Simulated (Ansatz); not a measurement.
Basis-set extrapolation for C3H7S (`CC(C)[S]`) radical (PBE0-D4/def2-TZVP geometry, frozen core, the Gaussian-basis code of Ansatz). Multiplicity 2, UHF reference.

|  | def2-TZVPP | def2-QZVPP |
| --- | --- | --- |
| HF | -515.245500 | -515.262436 |
| MP2 correlation | -0.675723 | -0.722623 |
| CCSD(T) correlation | -0.759165 | not run |

Energies in hartree. Use E(X) = E(∞) + A·exp(−7.88·√X) for Hartree–Fock and E(X) = E(∞) + B·X^(−2.97) for correlation, with X = 3 and 4, and add CCSD(T) minus MP2 of the smaller set to the MP2 limit.

Q: What is the CCSD(T) energy at the basis-set limit?

A: HF limit: -515.262436 + (-0.016936) × 0.13774 = -515.26477. MP2 limit: -0.722623 + (-0.046900) × 0.74074 = -0.75736. Higher-order term: -0.759165 − (-0.675723) = -0.08344. Total: -516.10557 hartree, 264.9 kJ/mol below CCSD(T)/def2-TZVPP.
